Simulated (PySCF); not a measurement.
Reaction (SMILES): OO (H2O2) → [O-]O + H+
B3LYP-D3(BJ)/def2-TZVP geometries, fixed; electronic energies without zero-point terms.

Basis-set convergence of the deprotonation energy at HF with PySCF. All functions are spherical. Density fitting with generated auxiliary sets. In sets without p functions on hydrogen, species with hydrogen take exact integrals. No added dispersion term, no relativity. Functions are those of the species that has most. Reference: the value in aug-cc-pVQZ, 390.41 kcal/mol, itself unsure by roughly 0.05 kcal/mol (its distance from def2-QZVPPD). Deviations are taken from unrounded values.

| basis | functions |
|---|---|
| pcseg-0 | 22 |
| cc-pVDZ | 38 |
| pcseg-1 | 38 |
| aug-pcseg-1 | 64 |
| cc-pVTZ | 88 |
| pcseg-2 | 88 |
| aug-pcseg-2 | 138 |
| cc-pVQZ | 170 |
| pcseg-3 | 186 |

### Question
Which is the smallest set listed that can be trusted to 1 kcal/mol here, that is, within that of the reference together with its larger relatives (same family, alike in diffuse functions; a set with none to test it counts only in the reference's own line)?

### Answer
Of the sets listed that have larger relatives (same family, alike in diffuse functions), none stays within 1 kcal/mol of the reference together with them. Inside, with no larger relative to test it: aug-pcseg-2, pcseg-3. Value minus reference: pcseg-0 -2.15, cc-pVDZ 14.09, pcseg-1 2.38, aug-pcseg-1 -4.54, cc-pVTZ 8.05, pcseg-2 1.51, aug-pcseg-2 -0.26, cc-pVQZ 4.32, pcseg-3 0.38 kcal/mol.
